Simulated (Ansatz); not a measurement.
# ClLiNa (Na + ClLi): the cost of one run

The runs use Ansatz 0.2.0; UKS PBE0-D4/def2-SVPD.

## 1. Plan of the scan

First coordinate, distance Na1–Cl2: 17 values from 2.144 to 3.744 Å. Second coordinate, distance Cl2–Li3: 17 values from 1.840 to 3.440 Å.

Nothing else is relaxed (the angle Na1–Cl2–Li3 is fixed at 180 degrees). Energies count from Na far from the relaxed ClLi (each part in its own basis).

## 2. Point distance Na1–Cl2 = 3.489 Å, distance Cl2–Li3 = 1.884 Å

Input file input.yaml:

```yaml
crystal:
  periodic: [false, false, false]
  atoms:
    - { symbol: Na, position_ang: [-3.489, 0.0, 0.0] }
    - { symbol: Cl, position_ang: [0.0, 0.0, 0.0] }
    - { symbol: Li, position_ang: [1.884, 0.0, 0.0] }
magnetization:
  spin_polarized: true
  initial_magnetization: 1
basis:
  gaussian: { orbitals: def2-SVPD }
hamiltonian:
  xc: pbe0
  dispersion: d4
output:
  forces: true
```

The run is started by

```sh
$ ansatz run input.yaml --threads 1 --pin off --max-ram 2560MiB --backend cpu --events-out ev --progress --plain --runs-dir out
```

**Question.** How long does this run take on 1 thread of Arm Neoverse V2, shared host, and how much memory does it need?

About 5.4 s, with a peak of 0.14 GiB.
